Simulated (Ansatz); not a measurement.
**C3HN: one structure at several levels**

An exercise on one series of results from a longer session: the logs are not shown, and one member is left open.

Computed with Ansatz 0.2.0, Gaussian basis. Level: single points in def2-TZVPP.

Correlated methods freeze the cores.

## The system as given

SMILES `C#CC#N`, 5 atoms, charge 0, spin multiplicity 1.

Atoms are counted from 1 here; the program's logs count them from 0.

Bond lengths: C1–C2 1.141 Å, C1–H5 1.218 Å, C2–C3 1.363 Å, C3–N4 1.097 Å. Angles: C2–C1–H5 172.5°, C1–C2–C3 177.2°, C2–C3–N4 176.7°.

As a file:

```
C    -0.1437    1.1799    0.1307
C     0.0019    0.0594   -0.0275
C     0.1168   -1.2890   -0.1861
N     0.2623   -2.3649   -0.3453
H    -0.2668    2.3920    0.1434
```

Set-up of the first run:

run/in.yaml

```yaml
crystal:
  periodic: [false, false, false]
  atoms:
    - {symbol: C, position_ang: [-0.143700, 1.179900, 0.130700]}
    - {symbol: C, position_ang: [0.001900, 0.059400, -0.027500]}
    - {symbol: C, position_ang: [0.116800, -1.289000, -0.186100]}
    - {symbol: N, position_ang: [0.262300, -2.364900, -0.345300]}
    - {symbol: H, position_ang: [-0.266800, 2.392000, 0.143400]}
basis:
  gaussian: {orbitals: def2-TZVPP}
correlation: {method: ccsd_t}
output: {forces: true}
```

No record of the launch command was kept for these runs.

Steps of the session up to this table: CCSD(T)/def2-TZVPP; PBE0-D4/def2-TZVPP; wB97M-V/def2-TZVPP; r2SCAN-D4/def2-TZVPP; PBE-D4/def2-TZVPP; r2SCAN0-D4/def2-TZVPP; LC-wPBE/def2-TZVPP.

One of the session's tables, all rows but one given; the rest of the session is left out.

| method | RMS force component (eV/Å) | angle to CCSD(T) forces (°) | dipole (D) |
| --- | --- | --- | --- |
| CCSD(T) | 5.103 | reference | 3.85 |
| PBE0-D4 | 4.654 | 2.2 | 3.96 |
| wB97M-V | 4.353 | 3.5 | 3.94 |
| r2SCAN-D4 | 4.956 | 2.6 | 3.98 |
| PBE-D4 | 5.292 | 3.1 | 3.86 |
| r2SCAN0-D4 | 4.446 | 3.8 | 4.04 |
| LC-wPBE | ? | ? | ? |

Estimate the missing values for LC-wPBE.

**Answer.** RMS force component (eV/Å): 4.120; angle to CCSD(T) forces (°): 4.8; dipole (D): 3.99. In the column «RMS force component (eV/Å)» it is the lowest.
